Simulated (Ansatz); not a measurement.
A made-up structure of CH3LiN, doublet:

```json
{"atom": "Li1", "x (Å)": "-2.1816", "y (Å)": "-0.6312", "z (Å)": "0.0311"}
{"atom": "N2", "x (Å)": "-0.2933", "y (Å)": "-0.4368", "z (Å)": "-0.2258"}
{"atom": "C3", "x (Å)": "0.5253", "y (Å)": "0.4923", "z (Å)": "0.1514"}
{"atom": "H4", "x (Å)": "-3.5432", "y (Å)": "-0.9015", "z (Å)": "0.8063"}
{"atom": "H5", "x (Å)": "1.6053", "y (Å)": "0.4137", "z (Å)": "0.0424"}
{"atom": "H6", "x (Å)": "0.1345", "y (Å)": "1.3864", "z (Å)": "0.6293"}
```

It is relaxed with PBE-D4/def2-SVP and then PBE0-D4/def2-TZVP (Ansatz 0.2.0). Atoms count as bonded within 1.22 times the sum of their covalent radii (H–H: 0.88 Å). The end point is not checked to be a true minimum.

Problem. Does its bonding change? (A judgement: the text doesn't fix the answer.)

Solution. The calculation gives: No: no bond forms or breaks.

Where it ends: The first stage lowers the energy by 0.35 eV in 18 steps. It ends as CH₃LiN ([LiH][N][CH2]):
Li1  (-2.668, -0.025, 0.654)
N2  (-0.957, 0.556, 0.485)
C3  (0.239, 0.430, 0.182)
H4  (-1.975, -1.404, 0.028)
H5  (0.658, -0.498, -0.230)
H6  (0.950, 1.263, 0.316)
(Å)

Labels in which every atom is bracketed show which atoms are joined, not bond orders.

For scale, one of the runs: PBE0-D4/def2-TZVP relaxation, 94 basis functions, launched by `ansatz run in.yaml --threads 2 --pin off --events-out ev --progress --plain --max-ram 4352MiB`. The run took about 24 s on 2 CPU threads of an Arm Neoverse V2 (shared host).
